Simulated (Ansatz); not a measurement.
Molecule (SMILES): C#N (CH-N).
Atoms: C1, N2, H3. Bonds: C1-N2, C1-H3.

Basis-set convergence of the optimised C1-H3 bond length at B3LYP with Ansatz (an electronic-structure program). Cartesian d functions, on some or all atoms, in 6-31G*, 6-31+G*; all else is spherical. The program fits the integrals of some runs and decomposes those of others, by size. No added dispersion term, no relativity. Reference: the value in aug-pcseg-3, 1.0655 Å. Deviations are taken from unrounded values.

| basis | functions | optimised C1-H3 bond length (Å) |
|---|---|---|
| 6-31G* | 32 | 1.0704 |
| 6-31+G* | 40 | 1.0716 |
| cc-pVDZ | 33 | 1.0770 |
| aug-cc-pVDZ | 55 | 1.0744 |
| def2-SVP | 33 | 1.0791 |
| def2-SVPD | 48 | 1.0771 |
| pcseg-1 | 33 | 1.0756 |
| aug-pcseg-1 | 55 | 1.0747 |
| 6-311G** | 42 | 1.0663 |
| 6-311+G** | 50 | 1.0668 |
| def2-TZVP | 68 | 1.0668 |
| def2-TZVPD | 83 | 1.0669 |
| cc-pVTZ | 74 | 1.0653 |
| aug-cc-pVTZ | 115 | 1.0656 |
| pcseg-2 | 74 | 1.0658 |
| aug-pcseg-2 | 115 | 1.0658 |
| def2-TZVPP | 76 | 1.0662 |
| def2-TZVPPD | 91 | 1.0662 |
| cc-pVQZ | 140 | 1.0654 |
| aug-cc-pVQZ | 206 | 1.0655 |
| def2-QZVPP | 144 | 1.0655 |
| def2-QZVPPD | 159 | 1.0655 |
| pcseg-3 | 153 | 1.0655 |
| aug-pcseg-3 | 219 | 1.0655 |

What the diffuse functions change, pair by pair:
- 6-31G* to 6-31+G*: 8 more functions, deviation 0.0050 to 0.0061 Å
- cc-pVDZ to aug-cc-pVDZ: 22 more functions, deviation 0.0115 to 0.0090 Å
- def2-SVP to def2-SVPD: 15 more functions, deviation 0.0136 to 0.0117 Å
- pcseg-1 to aug-pcseg-1: 22 more functions, deviation 0.0101 to 0.0093 Å
- 6-311G** to 6-311+G**: 8 more functions, deviation 0.0008 to 0.0014 Å
- def2-TZVP to def2-TZVPD: 15 more functions, deviation 0.0013 to 0.0014 Å
- cc-pVTZ to aug-cc-pVTZ: 41 more functions, deviation -0.0002 to 0.0001 Å
- pcseg-2 to aug-pcseg-2: 41 more functions, deviation 0.0004 to 0.0004 Å
- def2-TZVPP to def2-TZVPPD: 15 more functions, deviation 0.0007 to 0.0008 Å
- cc-pVQZ to aug-cc-pVQZ: 66 more functions, deviation -0.0001 to 0.0000 Å
- def2-QZVPP to def2-QZVPPD: 15 more functions, deviation 0.0000 to 0.0001 Å
- pcseg-3 to aug-pcseg-3: 66 more functions, deviation 0.0000 to 0.0000 Å

Leaving out the reference's own pair, they bring the value nearer the reference by more than 0.0001 Å in 3 of 11 pairs.
